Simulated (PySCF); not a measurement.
Molecule: SMILES C(=C)=O, C₂H₂O.

Molfile (atoms numbered from 1):
```
C2H2O
     RDKit          3D

  5  4  0  0  0  0  0  0  0  0999 V2000
   -0.5417    0.0235    0.0295 C   0  0  0  0  0  0  0  0  0  0  0  0
    0.7701   -0.0320   -0.0423 C   0  0  0  0  0  0  0  0  0  0  0  0
    1.9281   -0.0806   -0.1049 O   0  0  0  0  0  0  0  0  0  0  0  0
   -1.0417    0.9921    0.0494 H   0  0  0  0  0  0  0  0  0  0  0  0
   -1.1147   -0.9029    0.0683 H   0  0  0  0  0  0  0  0  0  0  0  0
  1  2  2  0
  2  3  2  0
  1  4  1  0
  1  5  1  0
M  END
```

Geometry PBE0-D3(BJ)/def2-SVP throughout; GIAO in PySCF, gas phase, one conformer, non-relativistic; equivalent atoms averaged; basis pcSseg-2.

Task: How do the absolute shieldings σ depend on the functional? (ppm; last column core-seconds on shared hosts with different chips, so compare them loosely; the GGAs took longer than the global hybrids here, which isn't the general rule, and the cause wasn't traced)

Result: 
| functional | kind | C2 | C1 | O3 | H4/H5 | core-s |
| --- | --- | --- | --- | --- | --- | --- |
| HF | Hartree–Fock | -14.0 | 187.5 | -30.1 | 28.90 | 1.6 |
| LDA | LDA | -22.0 | 184.8 | -27.2 | 28.51 | 4.9 |
| PBE | GGA | -18.9 | 182.9 | -25.1 | 28.95 | 5.8 |
| BLYP | GGA | -25.2 | 179.7 | -29.5 | 29.15 | 5.8 |
| BP86 | GGA | -18.7 | 182.3 | -24.3 | 29.01 | 5.8 |
| OPBE | GGA | -7.5 | 185.3 | -12.6 | 28.95 | 6 |
| KT2 | GGA | -7.8 | 186.8 | -11.2 | 28.93 | 6.1 |
| KT3 | GGA | -8.3 | 184.6 | -10.3 | 29.09 | 6.1 |
| B97-D | GGA | -15.4 | 182.0 | -15.4 | 29.15 | 5.7 |
| B3LYP | global hybrid | -24.4 | 181.2 | -33.0 | 29.01 | 3.5 |
| PBE0 | global hybrid | -18.1 | 184.4 | -29.2 | 28.83 | 4.1 |
| mPW1PW91 | global hybrid | -19.3 | 183.4 | -30.9 | 28.88 | 3.6 |
| WP04 | global hybrid | -37.6 | 168.5 | -42.0 | 29.09 | 3.7 |
| B97-2 | global hybrid | -15.8 | 183.6 | -22.6 | 28.96 | 3.4 |
| BHandHLYP | global hybrid | -22.3 | 183.4 | -35.3 | 28.87 | 3.5 |
| CAM-B3LYP | range-separated hybrid | -24.9 | 183.4 | -34.4 | 28.88 | 4.4 |
| wB97X-D | range-separated hybrid | -20.1 | 183.6 | -33.3 | 28.91 | 4.4 |
| LC-wPBE | range-separated hybrid | -21.6 | 185.1 | -31.6 | 28.84 | 5.8 |

Task: Which nucleus moves most, in ppm?

Result: O3 (carbonyl oxygen): from -42.0 ppm with WP04 to -10.3 ppm with KT3. The smallest spread is 0.64 ppm, at H4/H5. Proton shifts span only some 12 ppm, so a few tenths of a ppm matter as much there as several ppm in carbon.
